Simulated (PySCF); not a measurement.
**MgCl: bond curves at several levels of theory**

What are the lowest state that PBE0 finds, the bond length, vibrational wavenumber and bond energy of MgCl, and how much do these hang on the method?

Method: Mg x2c-TZVPPall, Cl x2c-TZVPPall, spin-free X2C with a Gaussian nucleus; program: PySCF 2.14.0.

## 1. The job

A driver script around PySCF takes these settings:

| Item | Value |
| --- | --- |
| atoms | Mg, Cl |
| charge | 0 |
| basis | Mg x2c-TZVPPall, Cl x2c-TZVPPall |
| Hamiltonian | spin-free X2C with a Gaussian nucleus |
| basis functions | 74 |
| electrons treated | 29 |
| masses in u | 23.9850, 34.9689 |
| levels | PBE0, PBE, r²SCAN, B2PLYP, TPSSh, M06-L, BHandHLYP, ωB97M-V, HF, MP2, SCS-MP2, CCSD, CCSD(T) |
| grid | 80 radial by 434 angular points |
| occupations | held fixed by the projection of orbital angular momentum |
| dissociation limit | Mg + Cl, each in its ground configuration |
| starting distance in angstrom | 2.325 |
| values of 2S to try | 1, 3 |

The run is started by

```bash
$ OMP_NUM_THREADS=1 python dia.py task.json out
```

The runs that follow: First curve: PBE0; Higher solutions at PBE0; PBE (GGA); r²SCAN (meta-GGA); B2PLYP; TPSSh; M06-L (meta-GGA); BHandHLYP; ωB97M-V; UHF; MP2 and coupled cluster.

Q: Predict the outcome of this session. Wanted: for each run, Re; ωe; De; μ.

As calculated:

Lowest PBE0 solution found, without spin–orbit coupling: ²Σ⁺ (doublet), unpaired electrons σ ↑. State 2 has its PBE0 minimum 5.73 eV higher. The other levels ran on the lowest alone.

```csv
level,Re (Å),ωe (cm⁻¹),De (eV),μ (D)
UHF,2.215,465,2.84,-3.46
UHF-MP2,2.212,464,3.45,n/a
UHF-SCS-MP2,2.215,462,3.24,n/a
UHF-CCSD,2.212,463,3.03,n/a
UHF-CCSD(T),2.213,462,3.10,n/a
PBE,2.224,442,3.33,-3.22
r²SCAN,2.211,458,3.59,-3.36
M06-L,2.208,454,3.43,-3.24
TPSSh,2.220,447,3.35,-3.23
PBE0,2.209,457,3.33,-3.33
BHandHLYP,2.205,462,3.09,-3.49
ωB97M-V,2.216,452,3.13,-3.62
B2PLYP,2.214,456,3.19,-3.49
```

De is counted to Mg + Cl in their ground configurations. A positive dipole means Mg(−)Cl(+).

Differences from CCSD(T) in the same basis:

```csv
level,Re (mÅ),ωe (%)
UHF,+1,+0.7
UHF-MP2,-2,+0.4
UHF-SCS-MP2,+1,0.0
UHF-CCSD,-1,+0.3
PBE,+11,-4.3
r²SCAN,-3,-0.9
M06-L,-6,-1.8
TPSSh,+6,-3.2
PBE0,-4,-1.1
BHandHLYP,-8,0.0
ωB97M-V,+2,-2.1
B2PLYP,0,-1.4
```

**Reading.** Judged by CCSD(T) in the same basis: best bond length B2PLYP (0 mÅ), worst PBE (+11 mÅ); best wavenumber UHF-SCS-MP2 and BHandHLYP (0.0 %), worst PBE (-4.3 %). PBE gives a bond that is too long and too soft, as GGAs tend to. Of the levels with a De here, UHF gives the least (2.84 eV) and r²SCAN the most (3.59 eV).

Correlated steps freeze 6 core orbitals. B2PLYP dipoles, levels and charges come from its SCF part alone. At some levels the lowest empty orbital lies below the highest filled one (the two can be of opposite spin).
